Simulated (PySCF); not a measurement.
## Towards the basis-set limit for AlN⁻

State: ²Π, doublet, unpaired electrons π ↑. De refers to Al⁻ + N. ROHF-based CCSD(T) in PySCF 2.14 with Al aug-cc-pV(D+d)Z, N aug-cc-pVDZ and Al aug-cc-pV(T+d)Z, N aug-cc-pVTZ (frozen core orbitals: 6; no relativity). Correlation energies are extrapolated as n⁻³ (n = 2, 3), Hartree–Fock as (n+1)·exp(−9√n). CV is the change on freezing 1 orbitals instead, in Al cc-pwCVTZ, N cc-pwCVTZ. SR is the spin-free X2C energy in Al cc-pVTZ-DK, N cc-pVTZ-DK less the non-relativistic one in Al cc-pVTZ, N cc-pVTZ.

```tsv
Level	Re (Å)	ωe (cm⁻¹)	ωexe (cm⁻¹)	αe (cm⁻¹)	De (eV)
CCSD(T)/DZ	1.8204	748.0	5.24	0.00530	3.343
CCSD(T)/TZ	1.7958	793.2	5.29	0.00515	3.785
HF/CBS	1.7433	923.0	4.45	0.00437	1.103
MP2/CBS	1.7923	801.7	4.99	0.00501	4.076
CCSD/CBS	1.7769	838.0	4.82	0.00479	3.632
CCSD(T)/CBS	1.7907	802.4	5.24	0.00511	3.934
CCSD(T)/CBS+CV	1.7845	805.9	5.26	0.00515	3.953
CCSD(T)/CBS+CV+SR	1.7841	804.9	5.26	0.00516	3.945
```

Problem. How much is left between CCSD(T)/TZ and the basis-set limit, and how much do the triples give at the limit?

Solution. CCSD(T)/CBS less CCSD(T)/TZ: -5.1 mÅ in Re, +9.2 cm⁻¹ in ωe and +0.149 eV in De. CCSD(T)/CBS less CCSD/CBS: +13.8 mÅ in Re, -35.6 cm⁻¹ in ωe and +0.302 eV in De.

Problem. What do the later terms add?

Solution. CV: -6.2 mÅ in Re, +3.5 cm⁻¹ in ωe and +0.019 eV in De; SR: -0.4 mÅ in Re, -1.0 cm⁻¹ in ωe and -0.008 eV in De, each against the row above.

The T1 diagnostic is 0.038, large enough to doubt a single reference. The state was picked by a PBE0 search and need not be the measured ground state. Spin–orbit coupling, excitations beyond (T) and corrections to the Born–Oppenheimer picture are left out.

The whole job (state search and all basis sets along the bond) took about 21 min on 4 threads of Arm Neoverse V2 (shared host), peak memory 6.2 GiB.
